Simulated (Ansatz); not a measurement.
**Relaxing Y2Hf**

Theory: Ansatz, DFT PBE, scalar-relativistic, plane waves, PAW. Cutoff 420 eV, Γ-centred k mesh, Gaussian smearing, no spin polarisation in the final step.

Y2Hf was placed on the fluorite structure type (Fm-3m, No. 225), with Hf in place of Ca, Y in place of F, at a guessed volume.

```
CELL_PARAMETERS angstrom
0.00000 3.29356 3.29356
3.29356 0.00000 3.29356
3.29356 3.29356 0.00000
ATOMIC_POSITIONS crystal
Y 0.25000 0.25000 0.25000
Y 0.75000 0.75000 0.75000
Hf 0.00000 0.00000 0.00000
```

Cell and atoms relax at zero pressure; the relaxation can't lower the symmetry of the start. After a coarse first stage the cell is made exact in the group found at 0.06 Å.

Energies over the elements count from the elements' standard structures at the same level, with no empirical corrections.

Q: Which crystal results?

A: It keeps Fm-3m (No. 225). The result has the fluorite structure. Conventional cell: a = 7.378 Å. Around Y lie 4 Hf at 3.19 Å and 6 Y at 3.69 Å; Hf is coordinated by 8 Y at 3.19 Å.

Space group Fm-3m (No. 225). a = 7.378 Å, b = 7.378 Å, c = 7.378 Å, α = 90.00°, β = 90.00°, γ = 90.00°
| atom | site | symmetry | x | y | z |
| --- | --- | --- | --- | --- | --- |
| Y | 8c | -43m | 0.2500 | 0.7500 | 0.7500 |
| Hf | 4a | m-3m | 0.0000 | 0.0000 | 0.0000 |

Q: What are its volume, energy, density and gap?

A: The volume per atom is 33.47 Å³ and the density is 5.89 g/cm³. The energy over the elements is 0.88 eV/atom and the gap on the 12×12×12 mesh is 0 eV (a metal).

The final run used a 12×12×12 mesh on its 3-atom cell and 0.10 eV smearing. For metals, differences of a few meV/atom aren't resolved. Spin–orbit coupling is left out. A structure relaxed within its symmetry needn't be a true minimum. The steps took of the order of 40 core-seconds in all.

Cost: 3 runs of about 0.7 core-minutes in all, on Arm Neoverse V2 (shared hosts).